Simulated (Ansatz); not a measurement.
# C₂H₃Si− (SMILES C=C=[SiH-]): energies and forces away from the minimum, part 2 of 2

Ansatz 0.2.0, Gaussian basis.

## Step 4: Structure 3, width 0.02 Å

pbe-tzvppd/in.yaml

```yaml
crystal:
  periodic: [false, false, false]
  atoms:
    - {symbol: C, position_ang: [-0.727478, -0.016662, -0.860308]}
    - {symbol: C, position_ang: [-0.031328, 0.147171, 0.264969]}
    - {symbol: Si, position_ang: [0.822574, 0.486791, 1.758928]}
    - {symbol: H, position_ang: [-1.498016, -0.778476, -0.914021]}
    - {symbol: H, position_ang: [-0.571698, 0.571587, -1.763658]}
    - {symbol: H, position_ang: [2.024776, -0.472288, 1.467763]}
basis:
  gaussian: {orbitals: "def2-TZVPPD.json"}
total_charge: -1
hamiltonian: {xc: pbe, dispersion: d4}
output: {forces: true}
```

r2scan-tzvppd/in.yaml, as changes to pbe-tzvppd/in.yaml:

```diff
-hamiltonian: {xc: pbe, dispersion: d4}
+hamiltonian: {xc: r2scan, dispersion: d4}
```

pbe0-tzvppd/in.yaml:

```diff
-hamiltonian: {xc: pbe, dispersion: d4}
-output: {forces: true}
+hamiltonian: {xc: pbe0, dispersion: d4}
+output: {forces: true, orbitals: {seedname: orbitals}}
```

wb97mv-tzvppd/in.yaml:

```diff
-hamiltonian: {xc: pbe, dispersion: d4}
+hamiltonian: {xc: {name: wB97M-V}}
```

ccsdt-tzvppd/in.yaml:

```diff
-hamiltonian: {xc: pbe, dispersion: d4}
+correlation: {method: ccsd_t}
```

One command serves all of them, each in its own folder.

Launch:

```console
$ ansatz run in.yaml --threads 2 --pin off --events-out ev --progress --plain --max-ram 4352MiB
```

Output in pbe-tzvppd, cut to the lines that bear on the results:

```text
Functional definition: PBE
  name "PBE"
  cite "Perdew, Burke & Ernzerhof, Phys. Rev. Lett. 77, 3865 (1996) doi:10.1103/PhysRevLett.77.3865"
  parent pbe
[...]
830 factors; their error is unknown
[...]
mean field -9992.83001144 eV, -367.2297295369 hartree, gradient 1.7e-5 eV, S^2 0.000000; 0 other end points of the search recorded, 0 dependent functions left out
[...]
reference -9992.83005537 eV, -367.2297311515 hartree; 15, 15 occupied and 158, 158 virtual orbitals, 830 factors
Total energy: -9992.96207399 eV, -367.2345827462 hartree
Atom 0 at    -0.727478    -0.016662    -0.860308 Å, force     0.265233     0.054281     0.709857 eV/Å
Atom 1 at    -0.031328     0.147171     0.264969 Å, force     0.328430     0.085860    -0.054887 eV/Å
Atom 2 at     0.822574     0.486791     1.758928 Å, force    -0.077332    -0.017012    -0.116092 eV/Å
Atom 3 at    -1.498016    -0.778476    -0.914021 Å, force    -0.443394    -0.373215    -0.228066 eV/Å
Atom 4 at    -0.571698     0.571587    -1.763658 Å, force     0.037224     0.225124    -0.307573 eV/Å
Atom 5 at     2.024776    -0.472288     1.467763 Å, force    -0.110162     0.024962    -0.003238 eV/Å
Dipole moment:    -0.234218    -0.108898    -0.470613 e Å
```

Log of r2scan-tzvppd, cut to the lines that bear on the results:

```text
[... 5 set-up lines as earlier in the session ...]
[...]
830 factors; their error is unknown
[...]
mean field -9997.56312869 eV, -367.4036683879 hartree, gradient 2.2e-5 eV, S^2 0.000000; 0 other end points of the search recorded, 0 dependent functions left out
[...]
reference -9997.56314196 eV, -367.4036688752 hartree; 15, 15 occupied and 158, 158 virtual orbitals, 830 factors
Total energy: -9997.59421714 eV, -367.4048108671 hartree
Atom 0 at    -0.727478    -0.016662    -0.860308 Å, force     0.338252     0.056431     0.857971 eV/Å
Atom 1 at    -0.031328     0.147171     0.264969 Å, force     0.238596     0.099616    -0.192963 eV/Å
Atom 2 at     0.822574     0.486791     1.758928 Å, force    -0.099409    -0.164502    -0.385581 eV/Å
Atom 3 at    -1.498016    -0.778476    -0.914021 Å, force    -0.269204    -0.207054    -0.211388 eV/Å
Atom 4 at    -0.571698     0.571587    -1.763658 Å, force     0.013280     0.101743    -0.096766 eV/Å
Atom 5 at     2.024776    -0.472288     1.467763 Å, force    -0.221515     0.113766     0.028727 eV/Å
Dipole moment:    -0.235008    -0.121953    -0.494506 e Å
```

Output in pbe0-tzvppd, cut to the lines that bear on the results:

```text
[... 5 set-up lines as earlier in the session ...]
[...]
847 factors; their error is unknown
[...]
mean field -9993.55776797 eV, -367.2564740962 hartree, gradient 3.8e-5 eV, S^2 0.000000; 0 other end points of the search recorded, 0 dependent functions left out
[...]
reference -9993.55779989 eV, -367.2564752693 hartree; 15, 15 occupied and 158, 158 virtual orbitals, 847 factors
Total energy: -9993.66854672 eV, -367.2605451400 hartree
Atom 0 at    -0.727478    -0.016662    -0.860308 Å, force     0.420539     0.062057     0.965442 eV/Å
Atom 1 at    -0.031328     0.147171     0.264969 Å, force     0.155247     0.111616    -0.270429 eV/Å
Atom 2 at     0.822574     0.486791     1.758928 Å, force    -0.123036    -0.189249    -0.453243 eV/Å
Atom 3 at    -1.498016    -0.778476    -0.914021 Å, force    -0.249074    -0.195298    -0.197237 eV/Å
Atom 4 at    -0.571698     0.571587    -1.763658 Å, force     0.021304     0.095107    -0.070942 eV/Å
Atom 5 at     2.024776    -0.472288     1.467763 Å, force    -0.224979     0.115767     0.026408 eV/Å
Dipole moment:    -0.228110    -0.110990    -0.468834 e Å
```

Output in wb97mv-tzvppd, cut to the lines that bear on the results:

```text
[... 5 set-up lines as earlier in the session ...]
  # Of w^i u^j: cxij and so on, Table III.
[...]
  gx(w, u) = 1 - cx + cx01*u + cx10*w
  gss(w, u) = css00 + css04*u^4 + css10*w + css20*w^2 + css43*w^4*u^3
  gos(w, u) = cos00 + cos10*w + (cos20 + cos21*u)*w^2 + (cos60 + cos61*u)*w^6
[...]
      + integral(e_c_pw_mod_opposite_spin*gos(b97_w_opposite, b97_u_opposite)) + vv10(b, c)
835 factors; their error is unknown
242 factors; integrals over basis functions are off by at most 1.7e-5 eV
[...]
mean field -9998.00588641 eV, -367.4199394337 hartree, gradient 7.8e-5 eV, S^2 0.000000; 0 other end points of the search recorded, 0 dependent functions left out
[...]
reference -9998.00593845 eV, -367.4199413461 hartree; 15, 15 occupied and 158, 158 virtual orbitals, 835 factors
Total energy: -9998.00593845 eV, -367.4199413461 hartree
Atom 0 at    -0.727478    -0.016662    -0.860308 Å, force     0.363336     0.023280     0.850002 eV/Å
Atom 1 at    -0.031328     0.147171     0.264969 Å, force     0.141325     0.144444    -0.234251 eV/Å
Atom 2 at     0.822574     0.486791     1.758928 Å, force    -0.070027    -0.236417    -0.475034 eV/Å
Atom 3 at    -1.498016    -0.778476    -0.914021 Å, force    -0.183825    -0.140270    -0.179720 eV/Å
Atom 4 at    -0.571698     0.571587    -1.763658 Å, force     0.024213     0.057696     0.008889 eV/Å
Atom 5 at     2.024776    -0.472288     1.467763 Å, force    -0.275021     0.151268     0.030114 eV/Å
Dipole moment:    -0.225369    -0.091086    -0.434235 e Å
```

Output in ccsdt-tzvppd, cut to the lines that bear on the results:

```text
[... 4 set-up lines as earlier in the session ...]
[...]
1004 factors; integrals over basis functions are off by at most 6.6e-4 eV
[...]
mean field -9968.98084589 eV, -366.3532888685 hartree, gradient 3.3e-6 eV, S^2 0.000000; 1 other end points of the search recorded, 0 dependent functions left out; unrestricted orbitals would lower it
[...]
7 core orbitals not correlated: weight in the atoms' cores, before any rotation towards them, 1.000 or more for the frozen orbitals, at most 0.000 for the correlated occupied ones
reference -9968.98084589 eV, -366.3532888685 hartree; 8, 8 occupied and 158, 158 virtual orbitals, 1004 factors
second order -12.23000980 eV of doubles, -0.00000000 eV of singles
cycle   1  -12.47054039 eV  change   -2.4e-1 eV  update   1.0e-1
[...]
cycle  13  -12.99059793 eV  change   -4.7e-6 eV  update   2.2e-6
perturbative correction -0.74894618 eV, -0.0275232646 hartree
[...]
working
working
Total energy: -9982.72039000 eV, -366.8582078016 hartree
Atom 0 at    -0.727478    -0.016662    -0.860308 Å, force    -0.053604    -0.054150     0.199484 eV/Å
Atom 1 at    -0.031328     0.147171     0.264969 Å, force     0.291779     0.123076    -0.034892 eV/Å
Atom 2 at     0.822574     0.486791     1.758928 Å, force     0.209015    -0.117668     0.022722 eV/Å
Atom 3 at    -1.498016    -0.778476    -0.914021 Å, force    -0.229580    -0.177952    -0.195960 eV/Å
Atom 4 at    -0.571698     0.571587    -1.763658 Å, force     0.023392     0.081967    -0.046295 eV/Å
Atom 5 at     2.024776    -0.472288     1.467763 Å, force    -0.241002     0.144726     0.054941 eV/Å
Dipole moment:    -0.257049    -0.111860    -0.502165 e Å
```

Wall times: 3.3 s (pbe-tzvppd), 6 s (r2scan-tzvppd), 4.3 s (pbe0-tzvppd), 16 s (wb97mv-tzvppd), 3.2 min (ccsdt-tzvppd) on 2 threads of Arm Neoverse N1, shared host; peak memory 2.7 GiB.

| method | RMS force component (eV/Å) | RMS error against CCSD(T) (eV/Å) | angle to CCSD(T) forces (°) |
| --- | --- | --- | --- |
| PBE-D4 | 0.265 | 0.197 | 47.4 |
| r2SCAN-D4 | 0.278 | 0.224 | 53.5 |
| PBE0-D4 | 0.307 | 0.263 | 58.9 |
| wB97M-V | 0.282 | 0.237 | 57.5 |
| CCSD(T) | 0.153 | reference | reference |

## Step 5: Structure 4, width 0.06 Å

pbe-tzvppd/in.yaml

```yaml
crystal:
  periodic: [false, false, false]
  atoms:
    - {symbol: C, position_ang: [-0.682967, -0.074403, -0.840454]}
    - {symbol: C, position_ang: [0.020075, 0.170995, 0.255331]}
    - {symbol: Si, position_ang: [0.853579, 0.472807, 1.794603]}
    - {symbol: H, position_ang: [-1.553727, -0.707753, -0.919375]}
    - {symbol: H, position_ang: [-0.404255, 0.677012, -1.764410]}
    - {symbol: H, position_ang: [1.933275, -0.488356, 1.515757]}
basis:
  gaussian: {orbitals: "def2-TZVPPD.json"}
total_charge: -1
hamiltonian: {xc: pbe, dispersion: d4}
output: {forces: true}
```

r2scan-tzvppd/in.yaml differs from pbe-tzvppd/in.yaml so:

```diff
-hamiltonian: {xc: pbe, dispersion: d4}
+hamiltonian: {xc: r2scan, dispersion: d4}
```

pbe0-tzvppd/in.yaml:

```diff
-hamiltonian: {xc: pbe, dispersion: d4}
-output: {forces: true}
+hamiltonian: {xc: pbe0, dispersion: d4}
+output: {forces: true, orbitals: {seedname: orbitals}}
```

wb97mv-tzvppd/in.yaml:

```diff
-hamiltonian: {xc: pbe, dispersion: d4}
+hamiltonian: {xc: {name: wB97M-V}}
```

ccsdt-tzvppd/in.yaml:

```diff
-hamiltonian: {xc: pbe, dispersion: d4}
+correlation: {method: ccsd_t}
```

Each run has its own folder and the same command.

Launch:

```console
$ ansatz run in.yaml --threads 2 --pin off --events-out ev --progress --plain --max-ram 4352MiB
```

pbe-tzvppd printed, cut to the lines that bear on the results:

```text
[... 4 set-up lines as earlier in the session ...]
[...]
830 factors; their error is unknown
[...]
mean field -9992.53473328 eV, -367.2188782648 hartree, gradient 8.2e-6 eV, S^2 0.000000; 0 other end points of the search recorded, 0 dependent functions left out
[...]
reference -9992.53477812 eV, -367.2188799127 hartree; 15, 15 occupied and 158, 158 virtual orbitals, 830 factors
Total energy: -9992.66672474 eV, -367.2237288613 hartree
Atom 0 at    -0.682967    -0.074403    -0.840454 Å, force     1.286591     2.666373    -1.579510 eV/Å
Atom 1 at     0.020075     0.170995     0.255331 Å, force     0.316225    -0.441318     0.991520 eV/Å
Atom 2 at     0.853579     0.472807     1.794603 Å, force    -1.192746     0.787967    -0.374993 eV/Å
Atom 3 at    -1.553727    -0.707753    -0.919375 Å, force    -0.360154    -0.388973    -0.246708 eV/Å
Atom 4 at    -0.404255     0.677012    -1.764410 Å, force    -0.949376    -1.793890     1.399799 eV/Å
Atom 5 at     1.933275    -0.488356     1.515757 Å, force     0.899460    -0.830158    -0.190108 eV/Å
Dipole moment:    -0.217918    -0.157690    -0.389600 e Å
```

r2scan-tzvppd printed, cut to the lines that bear on the results:

```text
[... 5 set-up lines as earlier in the session ...]
[...]
830 factors; their error is unknown
[...]
mean field -9997.24593648 eV, -367.3920117889 hartree, gradient 3.2e-5 eV, S^2 0.000000; 0 other end points of the search recorded, 0 dependent functions left out
[...]
reference -9997.24595020 eV, -367.3920122931 hartree; 15, 15 occupied and 158, 158 virtual orbitals, 830 factors
Total energy: -9997.27704567 eV, -367.3931550307 hartree
Atom 0 at    -0.682967    -0.074403    -0.840454 Å, force     1.386167     2.775838    -1.422677 eV/Å
Atom 1 at     0.020075     0.170995     0.255331 Å, force     0.193020    -0.491172     0.891110 eV/Å
Atom 2 at     0.853579     0.472807     1.794603 Å, force    -1.210076     0.644521    -0.655689 eV/Å
Atom 3 at    -1.553727    -0.707753    -0.919375 Å, force    -0.154517    -0.249375    -0.222744 eV/Å
Atom 4 at    -0.404255     0.677012    -1.764410 Å, force    -1.011334    -1.943158     1.563639 eV/Å
Atom 5 at     1.933275    -0.488356     1.515757 Å, force     0.796740    -0.736654    -0.153638 eV/Å
Dipole moment:    -0.219352    -0.172005    -0.412216 e Å
```

Log of pbe0-tzvppd, cut to the lines that bear on the results:

```text
[... 5 set-up lines as earlier in the session ...]
[...]
847 factors; their error is unknown
[...]
mean field -9993.23214528 eV, -367.2445076829 hartree, gradient 7.8e-6 eV, S^2 0.000000; 0 other end points of the search recorded, 0 dependent functions left out
[...]
reference -9993.23217901 eV, -367.2445089225 hartree; 15, 15 occupied and 158, 158 virtual orbitals, 847 factors
Total energy: -9993.34288291 eV, -367.2485772159 hartree
Atom 0 at    -0.682967    -0.074403    -0.840454 Å, force     1.457899     2.871175    -1.381021 eV/Å
Atom 1 at     0.020075     0.170995     0.255331 Å, force     0.133249    -0.490293     0.832772 eV/Å
Atom 2 at     0.853579     0.472807     1.794603 Å, force    -1.253822     0.629937    -0.728783 eV/Å
Atom 3 at    -1.553727    -0.707753    -0.919375 Å, force    -0.132151    -0.259457    -0.205909 eV/Å
Atom 4 at    -0.404255     0.677012    -1.764410 Å, force    -1.011647    -2.004405     1.641566 eV/Å
Atom 5 at     1.933275    -0.488356     1.515757 Å, force     0.806473    -0.746957    -0.158625 eV/Å
Dipole moment:    -0.211704    -0.160530    -0.387899 e Å
```

Log of wb97mv-tzvppd, cut to the lines that bear on the results:

```text
[... 5 set-up lines as earlier in the session ...]
  # Of w^i u^j: cxij and so on, Table III.
[...]
  gx(w, u) = 1 - cx + cx01*u + cx10*w
  gss(w, u) = css00 + css04*u^4 + css10*w + css20*w^2 + css43*w^4*u^3
  gos(w, u) = cos00 + cos10*w + (cos20 + cos21*u)*w^2 + (cos60 + cos61*u)*w^6
[...]
      + integral(e_c_pw_mod_opposite_spin*gos(b97_w_opposite, b97_u_opposite)) + vv10(b, c)
835 factors; their error is unknown
242 factors; integrals over basis functions are off by at most 2.1e-5 eV
[...]
mean field -9997.67823598 eV, -367.4078985026 hartree, gradient 9.0e-5 eV, S^2 0.000000; 0 other end points of the search recorded, 0 dependent functions left out
[...]
reference -9997.67828990 eV, -367.4079004841 hartree; 15, 15 occupied and 158, 158 virtual orbitals, 835 factors
Total energy: -9997.67828990 eV, -367.4079004841 hartree
Atom 0 at    -0.682967    -0.074403    -0.840454 Å, force     1.378938     2.856199    -1.497285 eV/Å
Atom 1 at     0.020075     0.170995     0.255331 Å, force     0.133657    -0.458049     0.897663 eV/Å
Atom 2 at     0.853579     0.472807     1.794603 Å, force    -1.192775     0.560710    -0.768828 eV/Å
Atom 3 at    -1.553727    -0.707753    -0.919375 Å, force    -0.051863    -0.222401    -0.175938 eV/Å
Atom 4 at    -0.404255     0.677012    -1.764410 Å, force    -1.011170    -2.041283     1.690029 eV/Å
Atom 5 at     1.933275    -0.488356     1.515757 Å, force     0.743213    -0.695177    -0.145640 eV/Å
Dipole moment:    -0.204961    -0.144697    -0.350936 e Å
```

Log of ccsdt-tzvppd, cut to the lines that bear on the results:

```text
[... 4 set-up lines as earlier in the session ...]
[...]
1003 factors; integrals over basis functions are off by at most 9.6e-4 eV
[...]
mean field -9968.59401455 eV, -366.3390730788 hartree, gradient 4.6e-6 eV, S^2 0.000000; 1 other end points of the search recorded, 0 dependent functions left out; unrestricted orbitals would lower it
7 core orbitals not correlated: weight in the atoms' cores, before any rotation towards them, 1.000 or more for the frozen orbitals, at most 0.000 for the correlated occupied ones
reference -9968.59401455 eV, -366.3390730788 hartree; 8, 8 occupied and 158, 158 virtual orbitals, 1003 factors
second order -12.29375381 eV of doubles, -0.00000000 eV of singles
cycle   1  -12.51172165 eV  change   -2.2e-1 eV  update   1.1e-1
[...]
cycle  13  -13.04469669 eV  change   -5.1e-6 eV  update   2.7e-6
perturbative correction -0.76301803 eV, -0.0280403956 hartree
[...]
working
working
Total energy: -9982.40172927 eV, -366.8464972357 hartree
Atom 0 at    -0.682967    -0.074403    -0.840454 Å, force     0.962954     2.675513    -2.143433 eV/Å
Atom 1 at     0.020075     0.170995     0.255331 Å, force     0.302764    -0.383934     1.075122 eV/Å
Atom 2 at     0.853579     0.472807     1.794603 Å, force    -0.930065     0.665916    -0.250249 eV/Å
Atom 3 at    -1.553727    -0.707753    -0.919375 Å, force    -0.114070    -0.246109    -0.195740 eV/Å
Atom 4 at    -0.404255     0.677012    -1.764410 Å, force    -1.010273    -2.001276     1.634971 eV/Å
Atom 5 at     1.933275    -0.488356     1.515757 Å, force     0.788690    -0.710111    -0.120671 eV/Å
Dipole moment:    -0.239193    -0.161541    -0.426277 e Å
```

Times: 3.3 s (pbe-tzvppd), 6.5 s (r2scan-tzvppd), 4.4 s (pbe0-tzvppd), 16 s (wb97mv-tzvppd), 3.2 min (ccsdt-tzvppd) on 2 threads of Arm Neoverse N1, shared host; peak memory 2.7 GiB.

| method | RMS force component (eV/Å) | RMS error against CCSD(T) (eV/Å) | angle to CCSD(T) forces (°) |
| --- | --- | --- | --- |
| PBE-D4 | 1.122 | 0.204 | 10.0 |
| r2SCAN-D4 | 1.145 | 0.238 | 11.8 |
| PBE0-D4 | 1.174 | 0.269 | 13.2 |
| wB97M-V | 1.175 | 0.242 | 11.8 |
| CCSD(T) | 1.164 | reference | reference |

## Step 6: All structures together

Energy above the minimum (kcal/mol):

| structure | width (Å) | PBE-D4 | r2SCAN-D4 | PBE0-D4 | wB97M-V | Hartree-Fock | MP2 | CCSD | CCSD(T) |
| --- | --- | --- | --- | --- | --- | --- | --- | --- | --- |
| 1 | 0.09 | 11.6 | 13.0 | 13.7 | 14.0 | 17.2 | 12.7 | 13.3 | 12.1 |
| 2 | 0.04 | 7.2 | 6.9 | 6.9 | 6.6 | 6.3 | 6.3 | 6.3 | 6.2 |
| 3 | 0.02 | 0.3 | 0.5 | 0.5 | 0.5 | 0.6 | 0.2 | 0.2 | 0.0 |
| 4 | 0.06 | 7.1 | 7.8 | 8.0 | 8.0 | 9.5 | 7.6 | 7.9 | 7.4 |

What each level costs and misses (shared host):

| method | mean energy error from CCSD(T) (kcal/mol) | mean time a point |
| --- | --- | --- |
| PBE-D4 | 0.5 | 3.2 s |
| r2SCAN-D4 | 0.6 | 6.3 s |
| PBE0-D4 | 0.9 | 4.3 s |
| wB97M-V | 0.9 | 15 s |
| Hartree-Fock | 2.0 | part of the CCSD(T) run |
| MP2 | 0.3 | part of the CCSD(T) run |
| CCSD | 0.5 | part of the CCSD(T) run |
| CCSD(T) | 0 | 3.2 min |

The best functional, PBE-D4, misses by 0.5 kcal/mol and takes 3.2 s a point, against 3.2 min for CCSD(T).

## Step 7: Summary of results

The summary covers parts 1 to 2.

| quantity | value |
| --- | --- |
| energy above the minimum, CCSD(T) | 12.1, 6.2, 0.0, 7.4 kcal/mol |
| mean energy error | PBE-D4 0.5, r2SCAN-D4 0.6, PBE0-D4 0.9, wB97M-V 0.9, Hartree-Fock 2.0, MP2 0.3, CCSD 0.5 kcal/mol |
| mean RMS force error | PBE-D4 0.194, r2SCAN-D4 0.223, PBE0-D4 0.262, wB97M-V 0.239 eV/Å |
| largest T1 diagnostic | 0.021 |

What this shows: In energy MP2 is nearest to CCSD(T) and Hartree-Fock farthest. For forces PBE-D4 is best, off by 17 % of the typical force, and PBE0-D4 worst (23 %); with few structures and a triple-zeta reference, gaps of a few points rank nothing. The restricted Hartree–Fock reference is unstable towards an unrestricted one at one or more of these structures.
